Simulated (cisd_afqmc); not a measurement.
Input (AFQMC/CISD/cc-pVDZ; cisd_afqmc is a phaseless AFQMC code with CISD trial states that reads the integrals written by Ansatz):

Ansatz 0.2 input:
```python
import cisd_afqmc

open("ham.yaml", "w").write("""\
crystal:
  periodic: [false, false, false]
  atoms:
    - {symbol: O, position_ang: [-1.05124578, -0.53895713, -0.04517009]}
    - {symbol: C, position_ang: [0.22159526, 0.58565329, 0.00865797]}
    - {symbol: O, position_ang: [1.25638181, 0.13571604, 0.12856953]}
    - {symbol: H, position_ang: [-0.77813460, -1.47076695, -0.15085754]}
    - {symbol: H, position_ang: [-0.30730441, 1.53440276, -0.05254589]}
    - {symbol: H, position_ang: [-1.88522068, -0.35162684, -0.51573992]}
basis:
  gaussian:
    orbitals: cc-pVDZ
total_charge: 1
magnetization: {spin_polarized: false}
correlation: {method: ccsd, electrons: outside_noble_gas, hamiltonian_folder: ham}
""")
rep = cisd_afqmc.ansatz("ham.yaml")
e_ccsd = rep["correlation"]["coupled_cluster"]["energy"]["hartree"]
out = cisd_afqmc.run("ham", e_ccsd, trial="CISD", walkers=100, populations=8, threads=8, dt=0.005, steps=40, early=24, settle=10, least=32,
    cut=5e-5, rank_cut=2e-4, target=0.0004, seconds=1500, seed=1, memory=17280, gpu=False)
```

Output:

```
orbitals 54, occupied [9], factors 314 of 517, rank of the doubles 188 of 405
E(HF) = -189.041854
E(CCSD) on the cut factors = -189.562307, shift to the whole factors -0.000012
Energy of the trial state on the determinant = -189.562359
  tau behind 7.2 of longer steps, mean of the populations' last blocks
   2.0  -189.58283
   4.0  -189.57798
   6.0  -189.57939
   8.0  -189.58184
  10.0  -189.58097
  12.0  -189.58337
  14.0  -189.58150
  16.0  -189.58272
  18.0  -189.57871
  20.0  -189.58008
  22.0  -189.58001
  24.0  -189.58025
  26.0  -189.58150
  28.0  -189.58089
  30.0  -189.57999
  32.0  -189.58256
  34.0  -189.58042
  36.0  -189.57906
  38.0  -189.57977
  40.0  -189.58105
  42.0  -189.58168
  44.0  -189.57901
  46.0  -189.58202
  48.0  -189.57808
  50.0  -189.57946
  52.0  -189.58277
  54.0  -189.58324
  56.0  -189.57791
  58.0  -189.58431
blocks 2290 (1 outliers left out), error by blocks joined: 1: 0.00021, 2: 0.00025, 4: 0.00031, 8: 0.00035, 16: 0.00039
E(AFQMC/CISD) = -189.58070 +/- 0.00039
```
